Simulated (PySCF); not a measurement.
Nitrogen: a sound run and one with changed settings

Sound run: N [He] 2s2 2p3, N⁺ [He] 2s2 2p2. All numbers are calculated (PySCF 2.14, no relativity, point nucleus, in def2-SVP). The sound run starts from symmetry-adapted Hartree-Fock orbitals and uses a fine grid where one is needed.

Changed run: radial step 1.2 in ln r (0.13 in the sound run). This setting is unsound on purpose.

| species | method | sound run (hartree) | changed run (hartree) | converged |
| --- | --- | --- | --- | --- |
| N | UHF | -54.33653 | -54.33653 | yes |
| N | PBE | -54.46658 | -54.31737 | yes |
| N | M06-L | -54.53537 | -54.33920 | yes |
| N⁺ | UHF | -53.82066 | -53.82066 | yes |
| N⁺ | PBE | -53.92579 | -53.74580 | yes |
| N⁺ | M06-L | -53.98966 | -53.72353 | yes |

Ionisation energy of N:

```csv
method,sound run (eV),changed run (eV)
UHF,14.038,14.038
PBE,14.716,15.553
M06-L,14.850,16.753
```

A coarse radial grid mis-integrates the density and the exchange-correlation energy, with errors of either sign; Hartree-Fock needs no grid.

For comparison, NIST gives 14.534 eV between the lowest levels.
